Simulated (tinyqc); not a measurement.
Inside a calculation. Method: MP2 on RHF in the sto-3g basis, for LiH, spin multiplicity 1. Computed by tinyqc, a small Python program that keeps every step (integrals from PySCF). Settings: charge = 0, multiplicity = 1, basis = sto-3g, method = RHF, energy threshold = 1e-10, iteration cap = 52, orthogonalisation = symmetric, start = Wolfsberg-Helmholz matrix, DIIS depth = 6. Command: `OMP_NUM_THREADS=1 python tinyqc.py 25283 25284 out.jsonl` (the two numbers bound the seeds that draw the settings). One thread of a shared host (Intel(R) Xeon(R) Processor @ 2.60GHz), about 0.1 s of CPU time with the checks. The early iterations of the SCF are left out here.

## One-electron integrals

Geometry (angstrom):
```
atom        x        y        z
Li    0.00000  0.00000  0.00000
H     0.00000  0.00000  1.86500
```

Basis sto-3g: exponents (1/bohr^2) and contraction coefficients of normalised primitives:
```
element  l (shell)  exponent  coefficient
Li           s (1)  16.11958      0.15433
Li           s (1)   2.93620      0.53533
Li           s (1)   0.79465      0.44463
Li           s (2)   0.63629     -0.09997
Li           s (2)   0.14786      0.39951
Li           s (2)   0.04809      0.70012
Li           p (3)   0.63629      0.15592
Li           p (3)   0.14786      0.60768
Li           p (3)   0.04809      0.39196
H            s (1)   3.42525      0.15433
H            s (1)   0.62391      0.53533
H            s (1)   0.16886      0.44463
```

Overlap, kinetic and nuclear-attraction integrals over the contracted functions; the nuclear repulsion is the sum of Za Zb / Rab.

nuclear repulsion = 0.8512234 hartree

overlap S, order 1Li 1s, 1Li 2s, 1Li 2px, 1Li 2py, 1Li 2pz, 2H 1s:
$$\begin{pmatrix}
1.00000 & 0.24114 & 0.00000 & 0.00000 & 0.00000 & 0.03744 \\
0.24114 & 1.00000 & 0.00000 & 0.00000 & 0.00000 & 0.33021 \\
0.00000 & 0.00000 & 1.00000 & 0.00000 & 0.00000 & 0.00000 \\
0.00000 & 0.00000 & 0.00000 & 1.00000 & 0.00000 & 0.00000 \\
0.00000 & 0.00000 & 0.00000 & 0.00000 & 1.00000 & 0.45519 \\
0.03744 & 0.33021 & 0.00000 & 0.00000 & 0.45519 & 1.00000
\end{pmatrix}$$

kinetic energy T (hartree), order 1Li 1s, 1Li 2s, 1Li 2px, 1Li 2py, 1Li 2pz, 2H 1s:
$$\begin{pmatrix}
3.57679 & -0.02024 & 0.00000 & 0.00000 & 0.00000 & -0.01109 \\
-0.02024 & 0.10216 & 0.00000 & 0.00000 & 0.00000 & 0.02613 \\
0.00000 & 0.00000 & 0.31968 & 0.00000 & 0.00000 & 0.00000 \\
0.00000 & 0.00000 & 0.00000 & 0.31968 & 0.00000 & 0.00000 \\
0.00000 & 0.00000 & 0.00000 & 0.00000 & 0.31968 & 0.09003 \\
-0.01109 & 0.02613 & 0.00000 & 0.00000 & 0.09003 & 0.76003
\end{pmatrix}$$

nuclear attraction V (hartree), order 1Li 1s, 1Li 2s, 1Li 2px, 1Li 2py, 1Li 2pz, 2H 1s:
$$\begin{pmatrix}
-8.26662 & -1.03276 & 0.00000 & 0.00000 & -0.01185 & -0.15720 \\
-1.03276 & -1.46990 & 0.00000 & 0.00000 & -0.10684 & -0.56769 \\
0.00000 & 0.00000 & -1.43214 & 0.00000 & 0.00000 & 0.00000 \\
0.00000 & 0.00000 & 0.00000 & -1.43214 & 0.00000 & 0.00000 \\
-0.01185 & -0.10684 & 0.00000 & 0.00000 & -1.51663 & -0.79162 \\
-0.15720 & -0.56769 & 0.00000 & 0.00000 & -0.79162 & -2.07720
\end{pmatrix}$$

core Hamiltonian H = T + V (hartree), order 1Li 1s, 1Li 2s, 1Li 2px, 1Li 2py, 1Li 2pz, 2H 1s:
$$\begin{pmatrix}
-4.68984 & -1.05300 & 0.00000 & 0.00000 & -0.01185 & -0.16829 \\
-1.05300 & -1.36774 & 0.00000 & 0.00000 & -0.10684 & -0.54156 \\
0.00000 & 0.00000 & -1.11246 & 0.00000 & 0.00000 & 0.00000 \\
0.00000 & 0.00000 & 0.00000 & -1.11246 & 0.00000 & 0.00000 \\
-0.01185 & -0.10684 & 0.00000 & 0.00000 & -1.19695 & -0.70159 \\
-0.16829 & -0.54156 & 0.00000 & 0.00000 & -0.70159 & -1.31717
\end{pmatrix}$$

## Two-electron integrals

Functions are numbered as in S; the eight-fold symmetry (ij|kl) = (ji|kl) = (kl|ij) leaves the list below.

Two-electron integrals (ij|kl) in chemists' order, unique and non-zero (hartree):
```
(11|11) 1.68040   (21|11) 0.26542   (21|21) 0.04994   (22|11) 0.39773
(22|21) 0.09286   (22|22) 0.29056   (31|31) 0.00898   (32|31) 0.01379
(32|32) 0.06418   (33|11) 0.39664   (33|21) 0.09288   (33|22) 0.29050
(33|33) 0.31295   (41|41) 0.00898   (42|41) 0.01379   (42|42) 0.06418
(43|43) 0.01687   (44|11) 0.39664   (44|21) 0.09288   (44|22) 0.29050
(44|33) 0.27921   (44|44) 0.31295   (51|51) 0.00898   (52|51) 0.01379
(52|52) 0.06418   (53|53) 0.01687   (54|54) 0.01687   (55|11) 0.39664
(55|21) 0.09288   (55|22) 0.29050   (55|33) 0.27921   (55|44) 0.27921
(55|55) 0.31295   (61|11) 0.03976   (61|21) 0.00753   (61|22) 0.01431
(61|33) 0.01415   (61|44) 0.01415   (61|51) 0.00091   (61|52) 0.00178
(61|55) 0.01465   (61|61) 0.00125   (62|11) 0.11296   (62|21) 0.02678
(62|22) 0.09116   (62|33) 0.08618   (62|44) 0.08618   (62|51) 0.00428
(62|52) 0.02792   (62|55) 0.10105   (62|61) 0.00486   (62|62) 0.05063
(63|31) 0.00193   (63|32) 0.00950   (63|53) 0.00408   (63|63) 0.00322
(64|41) 0.00193   (64|42) 0.00950   (64|54) 0.00408   (64|64) 0.00322
(65|11) 0.14597   (65|21) 0.03492   (65|22) 0.12289   (65|33) 0.11446
(65|44) 0.11446   (65|51) 0.00660   (65|52) 0.04288   (65|55) 0.13962
(65|61) 0.00653   (65|62) 0.07412   (65|65) 0.10964   (66|11) 0.28341
(66|21) 0.06823   (66|22) 0.25647   (66|33) 0.23403   (66|44) 0.23403
(66|51) 0.01160   (66|52) 0.09601   (66|55) 0.30119   (66|61) 0.01273
(66|62) 0.18162   (66|65) 0.27501   (66|66) 0.77461
```

## Orthogonalisation

S = U s U^T; symmetric (Loewdin) form X = U s^(-1/2) U^T, so that X^T S X = 1.

eigenvalues of S: [0.42664, 0.80170, 1.00000, 1.00000, 1.17871, 1.59294]

X, order 1Li 1s, 1Li 2s, 1Li 2px, 1Li 2py, 1Li 2pz, 2H 1s:
$$\begin{pmatrix}
1.02339 & -0.13051 & 0.00000 & 0.00000 & -0.00718 & 0.01643 \\
-0.13051 & 1.07896 & 0.00000 & 0.00000 & 0.07578 & -0.21297 \\
0.00000 & 0.00000 & 1.00000 & 0.00000 & 0.00000 & 0.00000 \\
0.00000 & 0.00000 & 0.00000 & 1.00000 & 0.00000 & 0.00000 \\
-0.00718 & 0.07578 & 0.00000 & 0.00000 & 1.10224 & -0.28833 \\
0.01643 & -0.21297 & 0.00000 & 0.00000 & -0.28833 & 1.15663
\end{pmatrix}$$

## Iteration 8 (converged): orbitals

converged F (hartree), order 1Li 1s, 1Li 2s, 1Li 2px, 1Li 2py, 1Li 2pz, 2H 1s:
$$\begin{pmatrix}
-2.35407 & -0.64091 & 0.00000 & 0.00000 & 0.01460 & -0.10292 \\
-0.64091 & -0.21742 & 0.00000 & 0.00000 & -0.08397 & -0.23134 \\
0.00000 & 0.00000 & 0.16314 & 0.00000 & 0.00000 & 0.00000 \\
0.00000 & 0.00000 & 0.00000 & 0.16314 & 0.00000 & 0.00000 \\
0.01460 & -0.08397 & 0.00000 & 0.00000 & 0.02781 & -0.21629 \\
-0.10292 & -0.23134 & 0.00000 & 0.00000 & -0.21629 & -0.10848
\end{pmatrix}$$

Diagonalise F' = X^T F X, C = X C', fill 2 alpha and 2 beta electrons from the bottom; D = 2 C_occ C_occ^T. Each column has its largest component positive (the first on a tie).

F' = X^T F X (hartree):
$$\begin{pmatrix}
-2.30079 & -0.35906 & 0.00000 & 0.00000 & 0.01506 & 0.00254 \\
-0.35906 & -0.02391 & 0.00000 & 0.00000 & 0.01170 & -0.23554 \\
0.00000 & 0.00000 & 0.16314 & 0.00000 & 0.00000 & 0.00000 \\
0.00000 & 0.00000 & 0.00000 & 0.16314 & 0.00000 & 0.00000 \\
0.01506 & 0.01170 & 0.00000 & 0.00000 & 0.15700 & -0.27568 \\
0.00254 & -0.23554 & 0.00000 & 0.00000 & -0.27568 & 0.09505
\end{pmatrix}$$

orbital energies (hartree): MO1 -2.35660, MO2 -0.26199, MO3 0.07519, MO4 0.16314, MO5 0.16314, MO6 0.47075

coefficients C, order 1Li 1s, 1Li 2s, 1Li 2px, 1Li 2py, 1Li 2pz, 2H 1s:
$$\begin{pmatrix}
0.99139 & -0.15473 & -0.21293 & 0.00000 & 0.00000 & 0.11195 \\
0.03341 & 0.47712 & 0.79805 & 0.00000 & 0.00000 & -0.60551 \\
0.00000 & 0.00000 & 0.00000 & 0.96787 & 0.25146 & 0.00000 \\
0.00000 & 0.00000 & 0.00000 & -0.25146 & 0.96787 & 0.00000 \\
-0.00498 & 0.33655 & -0.60481 & 0.00000 & 0.00000 & -0.90817 \\
0.00024 & 0.56898 & -0.16551 & 0.00000 & 0.00000 & 1.05613
\end{pmatrix}$$

D after iteration 8, order 1Li 1s, 1Li 2s, 1Li 2px, 1Li 2py, 1Li 2pz, 2H 1s:
$$\begin{pmatrix}
2.01361 & -0.08141 & 0.00000 & 0.00000 & -0.11403 & -0.17559 \\
-0.08141 & 0.45751 & 0.00000 & 0.00000 & 0.32082 & 0.54295 \\
0.00000 & 0.00000 & 0.00000 & 0.00000 & 0.00000 & 0.00000 \\
0.00000 & 0.00000 & 0.00000 & 0.00000 & 0.00000 & 0.00000 \\
-0.11403 & 0.32082 & 0.00000 & 0.00000 & 0.22658 & 0.38298 \\
-0.17559 & 0.54295 & 0.00000 & 0.00000 & 0.38298 & 0.64747
\end{pmatrix}$$

Within a degenerate level the vectors are fixed only up to a rotation; this is one choice.

## Convergence

Stop when the energy changes by less than 1e-10 hartree and every element of the error matrix X^T (F D S - S D F) X is below 3e-06.

Course of the cycle:
```
iteration  E (hartree)     change  largest element of the error matrix
1           -7.8273884          -                             6.28e-02
2           -7.8398284  -1.24e-02                             2.49e-02
3           -7.8434109  -3.58e-03                             1.20e-02
4           -7.8443973  -9.86e-04                             1.12e-03
5           -7.8443985  -1.18e-06                             6.59e-04
6           -7.8443992  -6.96e-07                             3.17e-05
7           -7.8443992  -2.09e-09                             6.16e-06
8           -7.8443992  -6.42e-11                             1.82e-07
```

PySCF RHF in the same basis = -7.8443992 hartree

Converged in 8 iterations.

## Integrals over molecular orbitals

(pq|rs) = sum C_ip C_jq C_kr C_ls (ij|kl), one index at a time.

one-electron integrals over orbitals h = C^T H C (hartree):
$$\begin{pmatrix}
-4.68071 & 0.09855 & 0.16410 & 0.00000 & 0.00000 & -0.04821 \\
0.09855 & -1.39632 & 0.02472 & 0.00000 & 0.00000 & 0.00539 \\
0.16410 & 0.02472 & -1.10895 & 0.00000 & 0.00000 & 0.02542 \\
0.00000 & 0.00000 & 0.00000 & -1.11246 & 0.00000 & 0.00000 \\
0.00000 & 0.00000 & 0.00000 & 0.00000 & -1.11246 & 0.00000 \\
-0.04821 & 0.00539 & 0.02542 & 0.00000 & 0.00000 & -0.99027
\end{pmatrix}$$

Two-electron integrals over orbitals (pq|rs), unique and non-zero (hartree):
```
(11|11) 1.65902    (21|11) -0.10272   (21|21) 0.01115    (22|11) 0.33812
(22|21) 0.00417    (22|22) 0.46924    (31|11) -0.14041   (31|21) 0.01070
(31|22) -0.01326   (31|31) 0.02192    (32|11) 0.01973    (32|21) -0.00282
(32|22) -0.05348   (32|31) 4.25e-06   (32|32) 0.01636    (33|11) 0.39402
(33|21) -0.00975   (33|22) 0.21719    (33|31) 0.00138    (33|32) 0.01099
(33|33) 0.33420    (41|41) 0.00981    (42|41) 0.00733    (42|42) 0.02213
(43|41) 0.01031    (43|42) 0.01964    (43|43) 0.04130    (44|11) 0.39633
(44|21) -0.00388   (44|22) 0.25743    (44|31) -0.00503   (44|32) 0.00911
(44|33) 0.28112    (44|44) 0.31295    (51|51) 0.00981    (52|51) 0.00733
(52|52) 0.02213    (53|51) 0.01031    (53|52) 0.01964    (53|53) 0.04130
(54|54) 0.01687    (55|11) 0.39633    (55|21) -0.00388   (55|22) 0.25743
(55|31) -0.00503   (55|32) 0.00911    (55|33) 0.28112    (55|44) 0.27921
(55|55) 0.31295    (61|11) 0.06617    (61|21) -0.00948   (61|22) -0.00763
(61|31) -0.00399   (61|32) 0.00239    (61|33) 0.01156    (61|44) 0.00127
(61|55) 0.00127    (61|61) 0.01047    (62|11) -0.06520   (62|21) 0.00271
(62|22) 0.11552    (62|31) 0.00284    (62|32) -0.03854   (62|33) -0.01731
(62|44) -0.02797   (62|55) -0.02797   (62|61) 0.00026    (62|62) 0.12727
(63|11) 0.01963    (63|21) -0.00269   (63|22) -0.05361   (63|31) 0.00415
(63|32) 0.01266    (63|33) 0.03610    (63|44) 0.00481    (63|55) 0.00481
(63|61) 0.00436    (63|62) -0.03500   (63|63) 0.02784    (64|41) -0.00612
(64|42) -0.01922   (64|43) -0.01302   (64|64) 0.01976    (65|51) -0.00612
(65|52) -0.01922   (65|53) -0.01302   (65|65) 0.01976    (66|11) 0.35869
(66|21) 0.00164    (66|22) 0.44069    (66|31) -0.01118   (66|32) -0.04641
(66|33) 0.23965    (66|44) 0.26377    (66|55) 0.26377    (66|61) -0.00450
(66|62) 0.11654    (66|63) -0.04531   (66|66) 0.43983
```

## Second-order Moller-Plesset energy

Hartree-Fock energy = -7.8443992 hartree

E2 = sum_ijab (ia|jb) [2 (ia|jb) - (ib|ja)] / (e_i + e_j - e_a - e_b) over occupied i, j and virtual a, b; the opposite-spin part is (ia|jb)^2 / denominator, the rest is same-spin, and SCS-MP2 scales them by 6/5 and 1/3.

Terms:
```
i  j  a  b   (ia|jb)   (ib|ja)  denominator       term
2  2  6  6   0.12727   0.12727     -1.46548   -0.01105
2  2  3  6  -0.03854  -0.03854     -1.06993   -0.00139
2  2  6  3  -0.03854  -0.03854     -1.06993   -0.00139
2  2  5  5   0.02213   0.02213     -0.85026   -0.00058
2  2  4  4   0.02213   0.02213     -0.85026   -0.00058
2  2  3  3   0.01636   0.01636     -0.67437   -0.00040
1  1  3  3   0.02192   0.02192     -4.86358   -0.00010
1  1  6  6   0.01047   0.01047     -5.65469  -1.94e-05
1  1  5  5   0.00981   0.00981     -5.03947  -1.91e-05
1  1  4  4   0.00981   0.00981     -5.03947  -1.91e-05
1  2  5  5   0.00733   0.00733     -2.94487  -1.82e-05
2  1  5  5   0.00733   0.00733     -2.94487  -1.82e-05
1  2  4  4   0.00733   0.00733     -2.94487  -1.82e-05
2  1  4  4   0.00733   0.00733     -2.94487  -1.82e-05
1  1  3  6  -0.00399  -0.00399     -5.25913  -3.03e-06
1  1  6  3  -0.00399  -0.00399     -5.25913  -3.03e-06
1  2  3  6   0.00284   0.00239     -3.16453  -2.96e-06
2  1  6  3   0.00284   0.00239     -3.16453  -2.96e-06
2  1  3  6   0.00239   0.00284     -3.16453  -1.47e-06
1  2  6  3   0.00239   0.00284     -3.16453  -1.47e-06
1  2  6  6   0.00026   0.00026     -3.56008  -1.95e-08
2  1  6  6   0.00026   0.00026     -3.56008  -1.95e-08
1  2  3  3  4.25e-06  4.25e-06     -2.76898          0
2  1  3  3  4.25e-06  4.25e-06     -2.76898          0
```

Pair energies (hartree; pair i-j sums ij and ji):
```
pair  opposite spin  same spin
1-1        -0.00016    0.00000
2-1        -0.00008  -1.29e-07
2-2        -0.01538          0
```

MP2 correlation energy = -0.0156219 hartree

SCS-MP2 correlation energy = -0.0187462 hartree

MP2 total energy = -7.8600211 hartree
